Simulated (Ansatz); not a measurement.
## AsF⁺, quartet: the ladder up to UCCSDT(Q)

Geometry: a PBE0/def2-TZVP stationary point for this spin.

```yaml
atoms:
  - { symbol: F, position_ang: [0.0000, 0.0000, 0.0000] }
  - { symbol: As, position_ang: [0.0000, 0.0000, 1.7842] }
```

Basis cc-pVDZ; Ansatz 0.2.0. Correlated methods freeze the noble-gas cores and the filled d shells of p-block atoms, which leaves 11 electrons in 26 orbitals. R marks a restricted (for open shells ROHF) determinant, U an unrestricted one. Active spaces: valence = (11e, 8o) chosen from the atoms' valence shells. No spin–orbit coupling is included, and no scalar relativity.

Full CI isn't at hand for all of this; UCCSDT(Q) serves as the reference, and is uncertain by about the last step of the cluster series. The frozen core follows each run's orbitals, which can shift R against U totals by a few meV for light atoms and by up to 0.1 eV past Ca.

```
UHF ⟨S²⟩                          : 3.800
T1 diagnostic (RCCSD)             : 0.0469
largest doubles amplitude (RCCSD) : 0.101
T1 diagnostic (UCCSD)             : 0.0332
```

```json
{"level": "UHF", "E − E(UCCSDT(Q)) (kJ/mol)": "647.4", "share of correlation (%)": "6.32", "wall time": "–"}
{"level": "UMP2", "E − E(UCCSDT(Q)) (kJ/mol)": "83.3", "share of correlation (%)": "87.95", "wall time": "–"}
{"level": "UCCSD", "E − E(UCCSDT(Q)) (kJ/mol)": "17.1", "share of correlation (%)": "97.53", "wall time": "–"}
{"level": "UCCSD(T)", "E − E(UCCSDT(Q)) (kJ/mol)": "4.3", "share of correlation (%)": "99.38", "wall time": "5.5 s"}
{"level": "UCCSDT", "E − E(UCCSDT(Q)) (kJ/mol)": "1.8", "share of correlation (%)": "99.74", "wall time": "–"}
```

The correlation energy at UCCSDT(Q), counted from the determinant under the R cluster runs, is -7.162 eV. That run took 13 s on 1 thread of Arm Neoverse V1, shared host.

Run but not shown, since their state or frozen core can't be matched to the reference's or they repeat it: RHF, RMP2, RCCSD, RCCSD(T), BCCD(T), RCCSDT, RCCSDT(Q), CASSCF (valence space), NEVPT2 (valence space), MRCISD (valence space), MRCISD+Q (valence space).

Times hold each run's SCF and search for its determinant on a shared host, so for small cases they say little of a method's own cost; they ran on 1 thread of Arm Neoverse V1.

Natural occupations of CASSCF (valence space) about the gap: 1.995 1.949 1.007 1.004 1.004 0.047; effectively unpaired electrons, Σ n²(2−n)², 3.02.
